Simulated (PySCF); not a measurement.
## Choosing a basis for TDDFT

Compound: acetaldoxime, C2H5NO.
Atom-mapped SMILES: `[CH3:1]/[CH:2]=[N:3]\[OH:4]` (hydrogens: H5, H6, H7 on C1; H8 on C2; H9 on O4)

TDDFT with PBE0 (PySCF), vertical singlets, core orbitals frozen in the response, spherical d and f functions. Isolated species at its PBE0-D3(BJ)/def2-SVP geometry (one conformer only).

Q: How do the low singlets change with the basis? Take 6-31G*, def2-SVP, def2-SVPD and def2-TZVP.

A: 

| basis | functions | diffuse | S1 (eV) | S2 (eV) | S3 (eV) | S4 (eV) | S5 (eV) | LUMO (eV) | α (au) |
| --- | --- | --- | --- | --- | --- | --- | --- | --- | --- |
| 6-31G* | 66 | no | 6.14 | 7.22 | 7.82 | 8.45 | 9.27 | 0.66 | 31.8 |
| def2-SVP | 81 | no | 6.04 | 7.19 | 7.47 | 7.98 | 8.56 | 0.46 | 32.6 |
| def2-SVPD | 123 | yes | 6.04 | 6.67 | 7.06 | 7.15 | 7.62 | 0.16 | 39.8 |
| def2-TZVP | 154 | no | 6.05 | 7.00 | 7.04 | 7.55 | 8.02 | 0.26 | 37.6 |

States are compared by their number. Against the only diffuse basis here (def2-SVPD, itself not a converged limit), sets without diffuse functions differ by up to 0.10 eV in S1 and 1.64 eV in S5. State by state, the largest deviation of a set without diffuse functions is S1 0.10, S2 0.55, S3 0.76, S4 1.31, S5 1.64 eV. The same number needn't mean the same state in each row. Against def2-SVPD the polarisability deviates by -20% in 6-31G*, -18% in def2-SVP, -5% in def2-TZVP.
